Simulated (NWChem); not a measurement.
System: nitrogen dioxide (NO$_{2}$, doublet); SMILES [O]N=O

Input file for NWChem:

```
start job
memory heap 200 mb stack 900 mb global 1100 mb
geometry units angstroms noautoz
  O     -1.092926     0.000000    -0.138541
  N      0.000000     0.000000     0.313987
  O      1.092926     0.000000    -0.138541
end
basis spherical
  * library def2-svpd
end
dft
  odft
  mult 2
  xc b3lyp
  iterations 150
end
tddft
  cis
  nroots 8
end
task tddft energy
```

Parts of the log:

```
             Northwest Computational Chemistry Package (NWChem) 7.3.0
             --------------------------------------------------------

 C2V symmetry detected

                             Geometry "geometry" -> ""
                             -------------------------

 Output coordinates in angstroms (scale by  1.889725989 to convert to a.u.)

  No.       Tag          Charge          X              Y              Z
 ---- ---------------- ---------- -------------- -------------- --------------
    1 O                    8.0000    -1.09292600     0.00000000    -0.13772591
    2 N                    7.0000     0.00000000     0.00000000     0.31480209
    3 O                    8.0000     1.09292600     0.00000000    -0.13772591

 Effective nuclear repulsion energy (a.u.)      65.5974495332

      Symmetry information
      --------------------

 Group name             C2v
 Group number             16
 Group order               4
 No. of unique centers     2

                                 NWChem DFT Module
                                 -----------------

 Summary of "ao basis" -> "ao basis" (spherical)
 ------------------------------------------------------------------------------
       Tag                 Description            Shells   Functions and Types
 ---------------- ------------------------------  ------  ---------------------
 O                         def2-svpd                 9       23   4s3p2d
 N                         def2-svpd                 8       20   4s2p2d

      Symmetry analysis of basis
      --------------------------

        a1         26
        a2          9
        b1         20
        b2         11

            General Information
            -------------------
          SCF calculation type: DFT
          Wavefunction type:  spin polarized.
          No. of atoms     :     3
          No. of electrons :    23
           Alpha electrons :    12
            Beta electrons :    11
          Charge           :     0
          Spin multiplicity:     2
          Use of symmetry is: off; symmetry adaption is: on
          Maximum number of iterations: 150
          AO basis - number of functions:    66
                     number of shells:    26
          Convergence on energy requested:  1.00D-06
          Convergence on density requested:  1.00D-05
          Convergence on gradient requested:  5.00D-04

              XC Information
              --------------
                         B3LYP Method XC Potential
                     Hartree-Fock (Exact) Exchange  0.200
                        Slater Exchange Functional  0.800 local
                    Becke 1988 Exchange Functional  0.720 non-local
              Lee-Yang-Parr Correlation Functional  0.810
                  VWN I RPA Correlation Functional  0.190 local

             Grid Information
             ----------------
          Grid used for XC integration:  medium
          Radial quadrature: Mura-Knowles
          Angular quadrature: Lebedev.
          Tag              B.-S. Rad. Rad. Pts. Rad. Cut. Ang. Pts.
          ---              ---------- --------- --------- ---------
          O                   0.60       49          10.0       434
          N                   0.65       49           7.0       434
          Grid pruning is: on
          Number of quadrature shells:   147
          Spatial weights used:  Erf1

      Superposition of Atomic Density Guess
      -------------------------------------

 Sum of atomic energies:        -203.63309424

      Non-variational initial energy
      ------------------------------

 Total energy =    -204.585573
 1-e energy   =    -409.893978
 2-e energy   =     139.710955
 HOMO         =      -0.158536
 LUMO         =      -0.002205

   Symmetry analysis of molecular orbitals - initial alpha
   -------------------------------------------------------

  Numbering of irreducible representations:

     1 a1          2 a2          3 b1          4 b2

  Orbital symmetries:

[...]

                                NWChem TDDFT Module
                                -------------------

            General Information
            -------------------
           No. of orbitals :     132
            Alpha orbitals :      66
             Beta orbitals :      66
        Alpha frozen cores :       0
         Beta frozen cores :       0
     Alpha frozen virtuals :       0
      Beta frozen virtuals :       0
         Spin multiplicity :       2
    Number of AO functions :      66
        Use of symmetry is : off
      Symmetry adaption is : on
         Schwarz screening :  0.10D-07

              XC Information
              --------------
                  B3LYP Method XC Potential
              Hartree-Fock (Exact) Exchange   0.20
                 Slater Exchange Functional   0.80 local
             Becke 1988 Exchange Functional   0.72 non-local
       Lee-Yang-Parr Correlation Functional   0.81
           VWN I RPA Correlation Functional   0.19 local

             TDDFT Information
             -----------------
          Calculation type : Tamm-Dancoff TDDFT
         Wavefunction type : Unrestricted
          No. of electrons :      23
           Alpha electrons :      12
            Beta electrons :      11
              No. of roots :       8
          Max subspacesize :    5600
            Max iterations :     100
               Target root :       1
           Target symmetry : none
      Symmetry restriction : off
                 Algorithm : Optimal
        Davidson threshold :  0.10D-03

    8 smallest eigenvalue differences (eV)
--------------------------------------------------------
  No. Spin  Occ  Vir  Irrep   E(Occ)    E(Vir)   E(Diff)
--------------------------------------------------------
    1    1   12   13 b2       -0.297    -0.101     5.342
    2    2   11   12 b1       -0.362    -0.156     5.587
    3    2   10   12 a2       -0.391    -0.156     6.372
    4    2   11   13 a2       -0.362    -0.084     7.546
    5    1   11   13 b1       -0.398    -0.101     8.073
    6    1   10   13 a2       -0.402    -0.101     8.183
    7    2   10   13 b1       -0.391    -0.084     8.331
    8    1   12   14 a1       -0.297     0.053     9.536
--------------------------------------------------------

  Entering Davidson iterations
  Unrestricted

  Iter   NTrls   NConv    DeltaV     DeltaE      Time
  ----  ------  ------  ---------  ---------  ---------
    1      8       0     0.43E+00   0.10+100        2.8
    2     16       0     0.17E+00   0.15E+00        3.0
    3     24       0     0.46E-01   0.46E-01        3.1
    4     32       2     0.24E-01   0.51E-02        3.0
    5     38       6     0.83E-02   0.82E-03        2.5
    6     40       6     0.24E-02   0.89E-04        1.4
    7     42       6     0.89E-03   0.13E-04        1.4
    8     44       7     0.33E-03   0.19E-05        1.4
    9     45       7     0.12E-03   0.19E-06        1.1
   10     46       8     0.60E-04   0.14E-07        1.1
  ----  ------  ------  ---------  ---------  ---------
  Convergence criterion met

  Ground state a1       -204.934330274729 a.u.
  <S2> =   0.7534

  ----------------------------------------------------------------------------
  Root   1         b2             0.108417598 a.u.                2.9502 eV
  <S2> =   0.7562
  ----------------------------------------------------------------------------
     Transition Moments    X -0.00000   Y -0.08252   Z  0.00000
     Dipole Oscillator Strength                    0.0004922204
     Electric Quadrupole                           0.0000000018
     Magnetic Dipole                               0.0000008224
     Total Oscillator Strength                     0.0004930446

     Occ.   12 alpha a1  ---  Virt.   13 alpha b2       0.99749
  ----------------------------------------------------------------------------
  Root   2         b1             0.133977352 a.u.                3.6457 eV
  <S2> =   0.7872
  ----------------------------------------------------------------------------
     Transition Moments    X  0.34476   Y -0.00000   Z -0.00000
     Dipole Oscillator Strength                    0.0106165272
     Electric Quadrupole                           0.0000000002
     Magnetic Dipole                               0.0000000116
     Total Oscillator Strength                     0.0106165390

     Occ.   11 alpha a2  ---  Virt.   13 alpha b2      -0.30475
     Occ.   10 beta  a2  ---  Virt.   13 beta  b2      -0.12991
     Occ.   11 beta  b1  ---  Virt.   12 beta  a1       0.93794
  ----------------------------------------------------------------------------
  Root   3         a2             0.148400205 a.u.                4.0382 eV
  <S2> =   0.8059
  ----------------------------------------------------------------------------
     Transition Moments    X -0.00000   Y  0.00000   Z  0.00000
     Dipole Oscillator Strength                    0.0000000000
     Electric Quadrupole                           0.0000000004
     Magnetic Dipole                               0.0000000960
     Total Oscillator Strength                     0.0000000964

     Occ.   10 alpha b1  ---  Virt.   13 alpha b2      -0.13555
     Occ.   10 beta  a2  ---  Virt.   12 beta  a1       0.98542
     Occ.   11 beta  b1  ---  Virt.   13 beta  b2       0.08228
  ----------------------------------------------------------------------------
  Root   4         b1             0.184714765 a.u.                5.0263 eV
  <S2> =   2.7206
  ----------------------------------------------------------------------------
     Transition Moments    X  0.06868   Y -0.00000   Z -0.00000
     Dipole Oscillator Strength                    0.0005808323
     Electric Quadrupole                           0.0000000000
     Magnetic Dipole                               0.0000000008
     Total Oscillator Strength                     0.0005808331

[...]
```

Level: B3LYP/def2-SVPD, spin-unrestricted, TDA. In the optimisation the excess spin sits in a1 (C2v, its own frame). The geometry was optimised at PBE0/def2-SVP, spin-unrestricted. No stability test was run on the SCF state.
